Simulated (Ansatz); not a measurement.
Input file:

```yaml
crystal:
  periodic: [false, false, false]
  atoms:
    - {symbol: B, position_ang: [0.000000, -0.128210, 0.786759]}
    - {symbol: C, position_ang: [0.000000, -0.067952, -0.738891]}
    - {symbol: H, position_ang: [0.000000, 1.447579, 1.842931]}
    - {symbol: H, position_ang: [0.000000, 0.737298, -1.476885]}
basis:
  gaussian: {orbitals: 6-31G}
magnetization: {spin_polarized: false, initial_magnetization: 3}
correlation: {method: fic_mrcisd_q_relaxed, electrons: outside_noble_gas, active_space: {window: {electrons: 5, orbitals: 8}, states: [{multiplicity: 4, weights: [0.5, 0.5, 1]}, {multiplicity: 6, weights: [1]}]}}
scf: {lower_state_search: off}
```

```sh
$ ansatz run in.yaml --threads 1 --pin off --events-out ev --progress --plain --max-ram 2393MiB
```

The program prints:

```
these checks for a lower state are left out or cut short: stability, starts, cluster_reference, orbital_swaps, neighbouring_geometries, increment
511 factors; integrals over basis functions are off by at most 8.7e-8 eV
mean field evaluation 1: about -1724.8875 eV, gradient 1.0e1 eV
mean field evaluation 2: about -1724.8889 eV, gradient 1.0e1 eV
mean field evaluation 4: about -1726.2019 eV, gradient 2.1e0 eV
mean field evaluation 8: about -1726.4020 eV, gradient 1.8e-1 eV
mean field -1726.40240721 eV, -63.4441182674 hartree, gradient 3.0e-6 eV, S^2 3.750000; 0 other end points of the search recorded, 0 dependent functions left out
reference -1726.40240721 eV, -63.4441182674 hartree; 8, 5 occupied and 14, 17 virtual orbitals, 511 factors
state -1727.56510685 eV, -63.4868466910 hartree
state -1725.58370658 eV, -63.4140315741 hartree
state -1725.13719618 eV, -63.3976226194 hartree
contracted CI cycle   1: correlation -0.00000000 eV, -0.0000000000 hartree, residual 1.14e1 eV
contracted CI cycle   2: correlation -2.26045132 eV, -0.0830700540 hartree, residual 2.31e0 eV
contracted CI cycle   3: correlation -2.36978615 eV, -0.0870880348 hartree, residual 1.01e0 eV
contracted CI cycle   4: correlation -2.39109866 eV, -0.0878712552 hartree, residual 4.15e-1 eV
contracted CI cycle   5: correlation -2.39482419 eV, -0.0880081656 hartree, residual 1.80e-1 eV
contracted CI cycle   6: correlation -2.39562081 eV, -0.0880374408 hartree, residual 8.65e-2 eV
...
state -1727.56510685 eV, -63.4868466910 hartree; corrected -1730.09198189 eV, -63.5797076359 hartree
...
state -1725.58370658 eV, -63.4140315741 hartree; corrected -1728.27628791 eV, -63.5129821128 hartree
...
state -1725.13719618 eV, -63.3976226194 hartree; corrected -1727.71057071 eV, -63.4921923892 hartree
state -1723.30383013 eV, -63.3302476599 hartree
contracted CI cycle   1: correlation 0.00000000 eV, 0.0000000000 hartree, residual 1.11e1 eV
contracted CI cycle   2: correlation -2.17839651 eV, -0.0800545952 hartree, residual 2.17e0 eV
contracted CI cycle   3: correlation -2.28660958 eV, -0.0840313523 hartree, residual 7.54e-1 eV
contracted CI cycle   4: correlation -2.30064936 eV, -0.0845473046 hartree, residual 2.80e-1 eV
contracted CI cycle   5: correlation -2.30262733 eV, -0.0846199938 hartree, residual 8.35e-2 eV
contracted CI cycle   6: correlation -2.30283635 eV, -0.0846276750 hartree, residual 3.38e-2 eV
contracted CI cycle   7: correlation -2.30286915 eV, -0.0846288805 hartree, residual 1.22e-2 eV
contracted CI cycle   8: correlation -2.30287395 eV, -0.0846290567 hartree, residual 5.00e-3 eV
contracted CI cycle   9: correlation -2.30287469 eV, -0.0846290837 hartree, residual 2.03e-3 eV
contracted CI cycle  10: correlation -2.30287481 eV, -0.0846290884 hartree, residual 8.06e-4 eV
state -1723.30383013 eV, -63.3302476599 hartree; corrected -1725.73106557 eV, -63.4194469171 hartree
Total energy: -1727.54192372 eV, -63.4859947269 hartree
Checks for a lower state left out: stability, starts, cluster_reference, orbital_swaps, neighbouring_geometries, increment
```

Natural occupations, averaged over the states: 1.2550 1.1683 1.1013 0.9639 0.4071 0.0971 0.0051 0.0024.

The total printed last is the weighted mean of the 4 states, 2.550 eV above the lowest of them, and is no single state's energy.

Ran on 1 thread of Arm Neoverse V2, shared host: 4.5 s wall, 0.2 GiB peak host memory.
